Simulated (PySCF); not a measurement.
Molfile (atoms numbered from 1):
```
C2Cl2O2
     RDKit          3D

  6  5  0  0  0  0  0  0  0  0999 V2000
   -0.9499    1.3720   -0.4970 O   0  0  0  0  0  0  0  0  0  0  0  0
   -0.7126    0.2731   -0.1379 C   0  0  0  0  0  0  0  0  0  0  0  0
   -1.9243   -0.9467    0.1593 Cl  0  0  0  0  0  0  0  0  0  0  0  0
    0.7132   -0.2723    0.1308 C   0  0  0  0  0  0  0  0  0  0  0  0
    0.9513   -1.3707    0.4909 O   0  0  0  0  0  0  0  0  0  0  0  0
    1.9254    0.9467   -0.1677 Cl  0  0  0  0  0  0  0  0  0  0  0  0
  1  2  2  0
  2  3  1  0
  2  4  1  0
  4  5  2  0
  4  6  1  0
M  END
```

Geometry: PBE0-D3(BJ)/def2-SVP; GIAO absolute shieldings from PySCF, gas phase, non-relativistic, averaged over equivalent atoms.

At PBE0/6-31G (62 basis functions, 4.2 s wall time on 1 thread of an Arm Neoverse V2, shared host):
| atoms | σ (ppm) |
| --- | --- |
| O1/O5 | -270.8 |
| C2/C4 | 37.7 |
| Cl3/Cl6 | 530.4 |

Question: Predict the values at PBE0/6-311+G(2d,p) on the same geometry.

Answer: 
| atoms | σ at PBE0/6-311+G(2d,p) | change |
| --- | --- | --- |
| O1/O5 | -262.3 | +8.5 |
| C2/C4 | 18.9 | -18.8 |
| Cl3/Cl6 | 510.1 | -20.3 |

The largest change is at Cl3/Cl6 (chlorine bonded to C). Cost: 178 basis functions, 15 s wall time on 1 thread of an Arm Neoverse V2, shared host.

Carbons that carry Cl, above all several Cl atoms, come out too deshielded, partly because spin–orbit coupling is missing.
